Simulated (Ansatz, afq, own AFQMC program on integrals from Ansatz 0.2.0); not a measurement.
**CH₄N, doublet: AFQMC among the cluster methods**

```tsv
atom	x (Å)	y (Å)	z (Å)
N	-0.0887	0.0000	0.6446
C	0.0848	0.0000	-0.7305
H	0.2213	-0.8326	1.1206
H	0.2213	0.8326	1.1206
H	-0.1102	-0.9302	-1.2469
H	-0.1102	0.9302	-1.2469
```

Connectivity, by distances: NH2–CH2.

Basis 6-31G. Noble-gas cores (and the filled d shells of Ga–Kr and In–Xe) are frozen. Ansatz 0.2.0 and our own AFQMC program on the same integrals; the CISD trial comes from CCSD amplitudes, and released means the phaseless constraint is let go. Free projection: walkers drawn from exp(T), propagated without any constraint. Its projection time is finite, and what remains of the start isn't in its error. Uncertainties: one standard error, sampling alone.

Determinant: UHF, the one that the program's search chose, which needn't be the lowest solution. The geometry is a point of a scan.

No full CI on the walks' own integrals is used here; CCSDT(Q) serves as the reference and is uncertain by about the last step of the cluster series.

The T1 diagnostic is 0.0152. The weight of the determinant in the CISD state is 0.913. The ⟨S²⟩ of the determinant is 0.760 and the size of the correlated space is 13 electrons in 24 orbitals.

Reference: CCSDT(Q), correlation energy -5.767 eV. The released energy is read at 2.40 1/Eh (meV from the phaseless value at times in 1/Eh: 9 ± 11 at 0.24, 13 ± 9 at 0.51, -4 ± 12 at 0.99, 19 ± 12 at 1.62, 4 ± 14 at 2.40).

```tsv
level	E − E(reference) (kJ/mol)	share of correlation (%)
HF	556.4	0.00
MP2	74.9	86.54
CCSD	11.6	97.92
CCSD(T)	2.1	99.62
CCSDT	1.1	99.81
ph-AFQMC/HF	-4.7 ± 5.1	100.84
ph-AFQMC/CISD	-1.0 ± 1.1	100.18
released AFQMC	-0.6 ± 1.3	100.11
free AFQMC	0.9 ± 1.1	99.85
```

Free projections are given only where their last times agree within the noise and don't stop above the reference; a slow remainder of the start can still hide under it. A walk keeps the symmetry of its determinant, which the program's search chose and which needn't be the lowest solution, so a lower state of the same spin and another symmetry isn't excluded. Released energies are given only where the last usable release times agree within the noise; a slower fall can still hide under it.
